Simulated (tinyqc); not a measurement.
Inside a calculation. Method: UHF in the sto-6g basis, for CH+, spin multiplicity 1. One step of it, computed by the program tinyqc.

Task: Orthogonalisation. S = U s U^T; symmetric (Loewdin) form X = U s^(-1/2) U^T, so that X^T S X = 1.

overlap S, lower triangle:
```
           1C 1s     1C 2s    1C 2px    1C 2py    1C 2pz     2H 1s
1C 1s   1.000000
1C 2s   0.243228  1.000000
1C 2px  0.000000  0.000000  1.000000
1C 2py  0.000000  0.000000  0.000000  1.000000
1C 2pz  0.000000  0.000000  0.000000  0.000000  1.000000
2H 1s   0.077859  0.539991  0.000000  0.000000  0.493681  1.000000
```

Give: eigenvalues of S; X.

Result:

eigenvalues of S: 0.2608  0.8218  1.0000  1.0000  1.1409  1.7765

X, lower triangle:
```
          1C 1s    1C 2s  1C 2px  1C 2py   1C 2pz   2H 1s
1C 1s    1.0245
1C 2s   -0.1400   1.2182
1C 2px   0.0000   0.0000  1.0000
1C 2py   0.0000   0.0000  0.0000  1.0000
1C 2pz  -0.0123   0.1753  0.0000  0.0000   1.1577
2H 1s    0.0239  -0.4392  0.0000  0.0000  -0.3960  1.3475
```
